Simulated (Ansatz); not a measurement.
in.yaml

```yaml
crystal:
  periodic: [false, false, false]
  atoms:
    - {symbol: Si, position_ang: [0.000000, 0.000000, 0.469659]}
    - {symbol: C, position_ang: [0.000000, 0.000000, -1.304890]}
    - {symbol: H, position_ang: [0.000000, 1.271280, 1.231239]}
    - {symbol: H, position_ang: [0.000000, -1.271280, 1.231239]}
basis:
  gaussian: {orbitals: 6-31G}
total_charge: 1
magnetization: {spin_polarized: false, initial_magnetization: 1}
correlation: {method: ccsdt_q_b, electrons: valence}
```

```sh
$ ansatz run in.yaml --threads 1 --pin off --events-out ev --progress --plain --max-ram 2393MiB
```

Output:

```
576 factors; integrals over basis functions are off by at most 1.0e-7 eV
mean field evaluation 1: about -8907.7309 eV, gradient 9.9e0 eV
mean field evaluation 2: about -8907.7332 eV, gradient 9.8e0 eV
mean field evaluation 4: about -8908.4183 eV, gradient 1.9e0 eV
mean field evaluation 8: about -8908.4426 eV, gradient 1.8e-3 eV
mean field evaluation 16: about -8908.4167 eV, gradient 1.9e0 eV
mean field evaluation 32: about -8907.5693 eV, gradient 1.5e-4 eV
mean field evaluation 64: about -8907.8329 eV, gradient 1.1e-5 eV
mean field evaluation 96: about -8907.5691 eV, gradient 1.1e-1 eV
mean field evaluation 128: about -8907.5693 eV, gradient 1.1e-3 eV
mean field evaluation 160: about -8905.6997 eV, gradient 2.4e-3 eV
...
cycle  10  -3.54539559 eV  change    5.1e-5 eV  update   2.7e-4
cycle  11  -3.54534888 eV  change    4.7e-5 eV  update   1.5e-4
cycle  12  -3.54537092 eV  change   -2.2e-5 eV  update   7.1e-5
cycle  13  -3.54537745 eV  change   -6.5e-6 eV  update   3.6e-5
cycle  14  -3.54541738 eV  change   -4.0e-5 eV  update   1.7e-5
cycle  15  -3.54543103 eV  change   -1.4e-5 eV  update   8.6e-6
cycle  16  -3.54543352 eV  change   -2.5e-6 eV  update   4.6e-6
cycle  17  -3.54543250 eV  change    1.0e-6 eV  update   2.6e-6
cycle  18  -3.54543080 eV  change    1.7e-6 eV  update   1.4e-6
cycle  19  -3.54543021 eV  change    5.9e-7 eV  update   7.8e-7
perturbative correction -0.00553452 eV, -0.0002033898 hartree
Total energy: -8911.99357656 eV, -327.5097231722 hartree
```

Ran on 1 thread of Arm Neoverse V1, shared host: 5.5 s wall, 0.13 GiB peak host memory.
